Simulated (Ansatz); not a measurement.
Geometry optimisation, UKS B3LYP/def2-SVP (Ansatz 0.2.0).

The input (input.yaml):

```yaml
crystal:
  periodic: [false, false, false]
  atoms:
    - { symbol: B, position_ang: [0.0, 0.0, 0.0] }
    - { symbol: Cl, position_ang: [0.0, 0.0, 2.11] }
    - { symbol: H, position_ang: [1.0305, 0.0, -0.595] }
    - { symbol: H, position_ang: [-1.0305, 0.0, -0.595] }
    - { symbol: F, position_ang: [0.0, 0.0, 3.91] }
magnetization:
  spin_polarized: true
  initial_magnetization: 1
basis:
  gaussian: { orbitals: def2-SVP }
hamiltonian:
  xc: b3lyp
relax:
  f_tol: 0.15
  max_steps: 25
  restrain:
    - { distance: [1, 4], at: 2.7, k: 30.0 }
    - { distance: [0, 1], at: 1.86, k: 30.0 }
```

Command:

```bash
$ ansatz run input.yaml --threads 1 --pin off --max-ram 2048MiB --backend cpu --events-out ev --progress --plain --runs-dir out
```

Task: Where does it end, and by what steps?

Result: It converged. The restraints hold the end off the free minimum. After 6 steps the energy has fallen by 1.435 eV (the restraints' own energy left out); F5 moved furthest, 0.52 Å. Parted: Cl2–F5 (1.80 → 2.70 Å).

| step | energy less start (eV) | largest force component (eV/Å) | accepted |
| --- | --- | --- | --- |
| 0 | 0.0000 | 5.113 | yes |
| 1 | -1.1362 | 3.103 | yes |
| 2 | -1.4752 | 0.336 | yes |
| 3 | -0.9459 | 2.174 | yes |
| 4 | -1.4288 | 1.253 | yes |
| 5 | -1.4304 | 1.510 | yes |
| 6 | -1.4352 | 1.274 | yes |

```xyz
5
Properties=species:S:1:pos:R:3
B 0.000 0.000 -0.084
Cl 0.000 0.000 1.733
H 1.069 0.000 -0.625
H -1.069 0.000 -0.625
F 0.000 0.000 4.432
```

Run time: 34 s on 1 thread of AMD EPYC 7R43 64-Core Processor (Zen 3) (shared host), peak memory 0.15 GiB.
